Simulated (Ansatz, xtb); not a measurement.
## Ligand exchange: BH2F + C4H10S → BH2(SH) + C4H9F

Species: BH2F `BF`, singlet; C4H10S (isobutyl mercaptan) `CC(C)CS`, singlet; BH2(SH), singlet; C4H9F `CC(C)CF`, singlet. The partners trade F for SH: B–F and C–SH bonds give way to B–SH and C–F.

Shapes, held fixed at every level: PBE0-D4/def2-TZVP. Flexible molecules stand in one conformer, not always the lowest. Programs: Ansatz 0.2.0, xtb 6.7.1. Electronic energies: no zero-point or thermal term.

| level | kind | ΔE (kJ/mol) | less CCSD(T)/CBS estimate |
| --- | --- | --- | --- |
| GFN1-xTB | semi-empirical | -4.1 | -76.8 |
| HF/def2-TZVPP | Hartree–Fock | +67.9 | -4.8 |
| PBE-D4/def2-TZVPP | GGA | +57.8 | -14.9 |
| B3LYP-D4/def2-TZVPP | global hybrid | +65.8 | -6.9 |
| wB97M-V/def2-TZVPP | range-separated hybrid | +66.7 | -6.0 |
| wB97X-V/def2-TZVPP | range-separated hybrid | +64.2 | -8.5 |
| MP2/def2-TZVPP | perturbation theory | +79.4 | +6.7 |
| CCSD/def2-TZVPP | coupled cluster or CI | +69.7 | -3.0 |
| CCSD(T)/CBS estimate | coupled cluster or CI | +72.7 | 0.0 |

The highest level, CCSD(T)/CBS estimate, gives ΔE = +72.7 kJ/mol; the levels span -4.1 to +79.4. They disagree on the sign: 8 of 9 are positive. GFN1-xTB strays far from the other rows. The column of differences is taken from that level and isn't an error. No measured value is set beside it here. The CBS estimate extrapolates MP2 from def2-TZVPP and def2-QZVPP and adds CCSD(T) − MP2 in the triple-zeta set, cores frozen.
